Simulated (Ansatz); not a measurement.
# AlSiH4 radical: single points off equilibrium

An exercise on one series of results from a longer session: the logs are not shown, and one member is left open.

Method: single points in def2-TZVPP; program: Ansatz 0.2.0, Gaussian basis.

Cores are frozen in the correlated methods. Orbitals are unrestricted.

### Where the work starts

SMILES `[AlH2][SiH2]`, 6 atoms, charge 0, spin multiplicity 2.

Atoms are counted from 1 here; the program's logs count them from 0.

Bond lengths: Al1–Si2 2.204 Å, Al1–H3 1.701 Å, Al1–H4 1.641 Å, Si2–H5 1.625 Å, Si2–H6 1.390 Å. Angles: Si2–Al1–H3 134.4°, Si2–Al1–H4 126.2°, H3–Al1–H4 97.9°, Al1–Si2–H5 126.5°, Al1–Si2–H6 133.7°, H5–Si2–H6 91.0°.

As a file:

```xyz
6

Al   -0.2482   -1.1062   -0.1219
Si    0.4569    0.9593    0.1875
H    -1.6087   -1.9895    0.3898
H     0.6525   -2.3685   -0.6580
H    -0.0339    2.2794   -0.6233
H     0.7231    1.7235    1.3181
```

The first run:

Contents of run/in.yaml:

```yaml
crystal:
  periodic: [false, false, false]
  atoms:
    - {symbol: Al, position_ang: [-0.248200, -1.106200, -0.121900]}
    - {symbol: Si, position_ang: [0.456900, 0.959300, 0.187500]}
    - {symbol: H, position_ang: [-1.608700, -1.989500, 0.389800]}
    - {symbol: H, position_ang: [0.652500, -2.368500, -0.658000]}
    - {symbol: H, position_ang: [-0.033900, 2.279400, -0.623300]}
    - {symbol: H, position_ang: [0.723100, 1.723500, 1.318100]}
basis:
  gaussian: {orbitals: def2-TZVPP}
magnetization: {spin_polarized: true, initial_magnetization: 1}
correlation: {method: ccsd_t}
scf: {omitted_lower_state_checks: [cluster_reference]}
output: {forces: true}
```

The command line of these runs was not kept.

Steps of the session up to this table: CCSD(T)/def2-TZVPP; PBE0-D4/def2-TZVPP; wB97M-V/def2-TZVPP; r2SCAN-D4/def2-TZVPP; PBE-D4/def2-TZVPP; LC-wPBE/def2-TZVPP; HSE06-D4/def2-TZVPP.

One table of the session follows, with a row left open; its other results are not shown here.

| method | RMS force component (eV/Å) | angle to CCSD(T) forces (°) | dipole (D) |
| --- | --- | --- | --- |
| CCSD(T) | 1.727 | reference | 0.89 |
| PBE0-D4 | 1.646 | 2.4 | 0.86 |
| wB97M-V | ? | ? | ? |
| r2SCAN-D4 | 1.630 | 2.3 | 0.87 |
| PBE-D4 | 1.548 | 5.5 | 0.78 |
| LC-wPBE | 1.724 | 2.0 | 0.93 |
| HSE06-D4 | 1.644 | 2.4 | 0.86 |

**Question.** Estimate the row for wB97M-V.

As computed: RMS force component (eV/Å): 1.687; angle to CCSD(T) forces (°): 2.1; dipole (D): 0.87. In the column «RMS force component (eV/Å)» it lies between PBE0-D4 (1.646) and LC-wPBE (1.724).
